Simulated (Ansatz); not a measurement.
2H WS₂ was calculated with LDA in Ansatz (plane waves, PAW).

Numerical settings: plane-wave cutoff 520 eV, 12×12×4 k mesh (along the axes of the cell as run), perturbation theory, force constants from a 6×6×2 q mesh, no spin polarisation, scalar-relativistic PAW data made under PBE.

Computed at the level's own relaxed cell. Harmonic vibrational thermodynamics at fixed volume:

| T (K) | S_vib (J/K per mol of atoms) | C_V (J/K per mol of atoms) | F_vib (eV/atom) |
|---|---|---|---|
| 0 | 0.00 | 0.00 | 0.0530 |
| 100 | 5.47 | 8.78 | 0.0510 |
| 500 | 33.84 | 23.40 | -0.0379 |
| 700 | 41.85 | 24.13 | -0.1167 |
| 800 | 45.09 | 24.32 | -0.1618 |
| 900 | 47.96 | 24.45 | -0.2101 |
| 1000 | 50.54 | 24.54 | -0.2611 |

The crystal is taken as a harmonic solid at every temperature: melting, phase changes and thermal expansion are not seen.

Ansatz is a first-principles code.
